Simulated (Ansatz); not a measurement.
InS (Pnnm, No. 58), treated with PBE0 in Ansatz (plane waves, PAW).

Settings: plane-wave cutoff 500 eV, 6×2×6 k mesh (along the axes of the cell as run), gaussian smearing 0.02 eV, scalar-relativistic PAW data made under PBE.

Cell (relaxed with PBEsol):

Space group Pnnm (No. 58); a = 4.3811 Å, b = 10.6756 Å, c = 3.9497 Å, α = β = γ = 90.00°

```csv
atom,site,symmetry,x,y,z
In,4g,..m,0.1211,0.1200,0.0000
S,4g,..m,0.0098,0.6504,0.0000
```

Task: Estimate the band gap that the calculation returns.

Result: 
- band gap = 2.64 eV (on the SCF k mesh)

Note: cell and atoms aren't relaxed at this level (pressure 1.0 GPa).

Spin–orbit coupling is not included.

Static lattice: no zero-point or thermal effects.

Ansatz is a quantum-chemistry and plane-wave program.
